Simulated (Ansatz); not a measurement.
# Crystal structures of chromium under r²SCAN

Level of theory: DFT, r2SCAN, plane waves (500 eV) with PAW, scalar-relativistic in Ansatz 0.2.0. (PAW data from PBE, frozen cores regenerated.)

Each structure is relaxed within its own symmetry, so a high-lying one may be dynamically unstable.

| structure | ΔE (meV/atom) | V (Å³/atom) | cell | magnetic state |
| --- | --- | --- | --- | --- |
| bcc | 0 | 13.01 | a = 2.964 Å | antiferromagnetic, largest moment 2.52 μB in the atomic sphere |
| A15 | 355 | 11.46 | a = 4.509 Å | non-magnetic |
| hcp | 499 | 14.87 | a = 2.935 Å, c = 3.987 Å (c/a = 1.359) | antiferromagnetic, largest moment 3.10 μB in the atomic sphere |
| dhcp | 514 | 14.23 | a = 2.875 Å, c = 7.949 Å (c/a = 2.764) | ferrimagnetic, largest moment 2.94 μB in the atomic sphere |
| omega (AlB2-type) | 656 | 11.59 | a = 4.206 Å, c = 2.269 Å (c/a = 0.540) | spin not included |
| simple cubic | 1004 | 16.06 | a = 2.523 Å | antiferromagnetic, largest moment 3.17 μB in the atomic sphere |
| diamond | 1782 | 22.95 | a = 5.684 Å | antiferromagnetic, largest moment 3.40 μB in the atomic sphere |

ΔE counts from bcc.

Differences under about 8 meV lie within the error of the k-point mesh.
